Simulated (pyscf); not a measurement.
`[SH2]` + `[Cl][Zr]([Cl])([Cl])[Cl]` → `[SH][Zr]([Cl])([Cl])[Cl]` + `[ClH]` (four-centre exchange; singlet surface; H–S, Cl–Zr broken, S–Zr, Cl–H formed). Single points on ωB97X-D3(BJ)/def2-SVP structures (PySCF, gas phase). Energies in kcal/mol from the separated reactants.

```json
[
 {"level": "ωB97X-D3(BJ)/def2-TZVP", "barrier": "12.2", "reaction energy": "+15.2"},
 {"level": "PBE/def2-TZVP", "barrier": "___", "reaction energy": "+15.5"},
 {"level": "B3LYP-D3(BJ)/def2-TZVP", "barrier": "15.5", "reaction energy": "+16.1"},
 {"level": "PBE0-D3(BJ)/def2-TZVP", "barrier": "___", "reaction energy": "___"},
 {"level": "M06-2X/def2-TZVP", "barrier": "16.4", "reaction energy": "+15.7"},
 {"level": "ωB97M-D3(BJ)/def2-TZVP", "barrier": "18.2", "reaction energy": "+16.4"}
]
```

Q: What belongs in the gaps?

A: 
- PBE/def2-TZVP, barrier: 13.9
- PBE0-D3(BJ)/def2-TZVP, barrier: 13.0
- PBE0-D3(BJ)/def2-TZVP, reaction energy: +15.3

On the reactant side the descent ends in an adduct with a S–Zr contact (not fully relaxed), 14.8 kcal/mol under the separated species and 27.0 kcal/mol under the saddle at ωB97X-D3(BJ)/def2-TZVP. On the product side the descent ends in an adduct with a Cl–Zr contact, 8.3 kcal/mol under the separated species and 5.4 kcal/mol under the saddle at ωB97X-D3(BJ)/def2-TZVP. At ωB97X-D3(BJ)/def2-TZVP, PBE, B3LYP-D3(BJ), PBE0-D3(BJ) the saddle lies under the separated products, which points to a path from their complex (located at ωB97X-D3(BJ) alone), and parting the products costs more than the saddle. What is counted as formed (S–Zr) is already present as a longer contact in the reactant adduct; forming that adduct is a step of its own. What is counted as broken (Cl–Zr) persists as a longer contact in the product adduct; parting that adduct is a step of its own. One saddle was located; it need not be the lowest between these sides. Elements past Kr carry the def2 core potentials, without spin-orbit coupling.
